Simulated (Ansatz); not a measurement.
`CCSCS` + H₂ → `CSCS` + CH₄  (hydrogenolysis of a C–C bond)

Calculated with Ansatz (gas phase, PBE0-D4/def2-TZVP geometries, no zero-point term in ΔE). CCSD(T)/CBS is the MP2 limit (def2-TZVPP, def2-QZVPP) plus CCSD(T) − MP2 in def2-TZVPP, frozen cores. This one scheme is used for every species. Functionals use def2-TZVPP. B3LYP here is the variant with VWN-RPA as its local correlation; programs differ in this. Each species was taken in one conformer, which may not be the lowest.

(1) Is it downhill or uphill in electronic energy at CCSD(T)/CBS, and by how much? (An estimate is asked.)

(2) What do these levels give: B3LYP-D4, ωB97X-V, ωB97M-V, r2SCAN, HF/def2-QZVPP, MP2/def2-QZVPP? (An estimate is asked.)

Largest T1 diagnostic among the species: 0.011.

Results:

(1) Ansatz gave: Downhill: ΔE = -71.8 kJ/mol.

(2) Ansatz gave: B3LYP-D4 -77.5, ωB97X-V -74.5, ωB97M-V -75.0, r2SCAN -78.2, HF/def2-QZVPP -90.5, MP2/def2-QZVPP -68.7 kJ/mol.

The D4 term adds +7.7 kJ/mol with B3LYP and +4.3 kJ/mol with PBE0; it sums over pairs of atoms, weighted by their polarisabilities, and B3LYP, whose exchange is more repulsive, gets the larger term. In def2-TZVPP, CCSD(T) changes the Hartree–Fock value by +17.9 kJ/mol (the triples alone add +3.5 kJ/mol) and MP2 by +21.3 kJ/mol.
